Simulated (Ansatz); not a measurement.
**H₂ (singlet): wB97M-V, B2PLYP, RPA-PBE over a series of basis sets**

An exercise on one series of results from a longer session: the logs are not shown, and one member is left open.

The runs use Ansatz 0.2.0, Gaussian basis; all electrons in the functionals, frozen cores in the correlation of double hybrids and RPA.

Plan: wB97M-V, B2PLYP, RPA-PBE, at STO-3G; 6-31G; cc-pVDZ; cc-pVQZ; cc-pVTZ; 6-31G*.

12 further runs of the same task are left out: 3 that didn't finish, 9 set aside as unsound or not needed.

**What is computed**

The geometry is an MP2(full)/6-31G* stationary point (not a proven minimum).

2 atoms, charge 0, spin multiplicity 1.

Atoms are counted from 1 here; the program's logs count them from 0.

Bond lengths: H1–H2 0.737 Å.

No dispersion term is added; wB97M-V holds VV10 nonlocal correlation.

The first run:

in.yaml

```yaml
crystal:
  periodic: [false, false, false]
  atoms:
    - {symbol: H, position_ang: [0.000000, 0.000000, 0.000000]}
    - {symbol: H, position_ang: [0.000000, 0.000000, 0.737166]}
basis:
  gaussian: {orbitals: STO-3G}
hamiltonian: {xc: {name: wB97M-V}}
output: {orbitals: {seedname: orbitals}}
```

Launch:

```bash
> ansatz run in.yaml --threads 1 --pin off --events-out ev --progress --plain --max-ram 2393MiB
```

Among the steps run: wB97M-V, STO-3G; wB97M-V, 6-31G; wB97M-V, cc-pVDZ; wB97M-V, cc-pVQZ; wB97M-V, cc-pVTZ; wB97M-V, 6-31G*; B2PLYP, STO-3G; B2PLYP, 6-31G; B2PLYP, cc-pVDZ; B2PLYP, cc-pVQZ; B2PLYP, cc-pVTZ; B2PLYP, 6-31G*; RPA-PBE, STO-3G; RPA-PBE, 6-31G; RPA-PBE, cc-pVDZ; RPA-PBE, cc-pVQZ; RPA-PBE, cc-pVTZ; RPA-PBE, 6-31G*.

One table of the session follows, with a row left open; its other results are not shown here.

It belongs to the step «The comparison». Atomisation energies, with free atoms from separate runs at the same level and basis (kcal/mol); wave-function rows come from earlier runs:

| level | STO-3G | 6-31G | cc-pVDZ | cc-pVQZ | cc-pVTZ |
| --- | --- | --- | --- | --- | --- |
| wB97M-V | 146.2 | 109.2 | 106.6 | 108.6 | 108.6 |
| B2PLYP | 137.8 | 104.5 | 104.6 | 108.8 | 108.4 |
| RPA-PBE | 134.4 | 100.4 | 104.2 | 108.7 | 108.2 |
| RHF | ? | ? | ? | ? | ? |
| RCCSD(T) | 128.1 | 97.4 | 103.4 | 109.1 | 108.4 |
| FCI | 128.1 | 97.4 | 103.4 | 109.1 | 108.4 |

**Question.** Estimate the row for RHF.

The run gave: STO-3G: 115.3; 6-31G: 81.8; cc-pVDZ: 81.6; cc-pVQZ: 83.8; cc-pVTZ: 83.7. In the column «STO-3G» it is the lowest.

To keep in mind: Core correlation, relativity and spin-orbit terms are not in the calculated values.
